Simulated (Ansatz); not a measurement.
**C₂HClF₂: up Jacob's ladder to CCSD(T)**

One table from this session's results is given with a row withheld; the runs are named, their logs left out.

Program: Ansatz 0.2.0, Gaussian basis. Level of theory: functionals in def2-TZVPP, the program's frozen cores in correlated methods. These are calculated values, not measurements.

The runs, in order: LDA (SPW92), PBE-D4, revPBE-D4, BLYP-D4, r2SCAN-D4, B97M-V, PBE0-D4, B3LYP-D4, r2SCANh-D4, r2SCAN0-D4, HSE06-D4, BHLYP-D4, CAM-B3LYP-D4, LC-ωPBE, ωB97X-V, ωB97M-V, B2PLYP, PBE-QIDH; CCSD(T)/def2-SVP; CCSD(T)/def2-TZVPP; MP2/def2-QZVPP; extrapolation to the limit; RPA on PBE.

## Structure used throughout

An earlier PBE0-D4 in a triple-zeta def2 set relaxation fixed the geometry.

SMILES `F/C=C(\F)Cl`, 6 atoms, charge 0, spin multiplicity 1.

Atoms are counted from 1 here; the program's logs count them from 0.

Bond lengths: F1–C2 1.329 Å, C2–C3 1.324 Å, C2–H6 1.080 Å, C3–F4 1.320 Å, C3–Cl5 1.701 Å. Angles: F1–C2–C3 120.9°, F1–C2–H6 115.7°, C3–C2–H6 123.4°, C2–C3–F4 122.6°, C2–C3–Cl5 123.0°, F4–C3–Cl5 114.4°.

The first run:

in.yaml reads:

```yaml
crystal:
  periodic: [false, false, false]
  atoms:
    - {symbol: F, position_ang: [0.146637, -1.084803, 1.451864]}
    - {symbol: C, position_ang: [-0.051317, 0.001550, 0.711592]}
    - {symbol: C, position_ang: [0.060928, -0.043537, -0.606515]}
    - {symbol: F, position_ang: [0.370744, -1.149680, -1.255847]}
    - {symbol: Cl, position_ang: [-0.180805, 1.313387, -1.603326]}
    - {symbol: H, position_ang: [-0.304085, 0.899284, 1.256030]}
basis:
  gaussian: {orbitals: def2-TZVPP}
hamiltonian: {xc: lda}
output: {orbitals: {seedname: orbitals}}
```

Steps of the session up to this table: LDA; PBE-D4 (GGA); revPBE-D4 (GGA); BLYP-D4 (GGA); r2SCAN-D4 (meta-GGA); B97M-V (meta-GGA); PBE0-D4 (hybrid); B3LYP-D4 (hybrid); r2SCANh-D4 (hybrid); r2SCAN0-D4 (hybrid); HSE06-D4 (hybrid); BHLYP-D4 (hybrid); CAM-B3LYP-D4 (range-separated); LC-ωPBE-D4 (range-separated; the results give it without D4); ωB97X-V (range-separated); ωB97M-V (range-separated); B2PLYP (double hybrid); PBE-QIDH (double hybrid).

One table of the session follows, with a row left open; its other results are not shown here.

It belongs to the step «Frontier levels by functional». 

```
  functional  HOMO (eV)  gap (eV)
 LDA (SPW92)      -6.35      5.11
      PBE-D4      -6.14      5.18
   revPBE-D4      -6.06      5.20
     BLYP-D4      -6.03      5.15
   r2SCAN-D4      -6.40      5.62
      B97M-V      -6.46      5.79
     PBE0-D4      -7.46      7.48
    B3LYP-D4      -7.25      6.99
  r2SCANh-D4      -6.89      6.48
  r2SCAN0-D4      -7.63      7.77
    HSE06-D4          ?         ?
    BHLYP-D4      -8.67      9.76
CAM-B3LYP-D4      -8.85      9.98
     LC-ωPBE     -10.18     12.53
     ωB97X-V      -9.79     12.11
     ωB97M-V      -9.68     11.91
```

Q: Estimate the row for HSE06-D4 from the others.

As computed: HOMO (eV): -7.06; gap (eV): 6.69. In the column «HOMO (eV)» it lies between B3LYP-D4 (-7.25) and r2SCANh-D4 (-6.89).
